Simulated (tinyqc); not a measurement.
Inside a calculation. Method: ROHF in the sto-6g basis, for LiH, spin multiplicity 3. One step of it, computed by the program tinyqc.

Question. Iteration 2: DIIS coefficients. Solve [B -1; -1 0][c; lambda] = [0; -1] for the coefficients, which sum to one.

B (overlaps of the stored error matrices):
```
,1,2
1,1.2714271e-01,2.3978693e-02
2,2.3978693e-02,5.9003920e-03
```

Give: DIIS coefficients.

Answer.

DIIS coefficients: -0.2125  1.2125
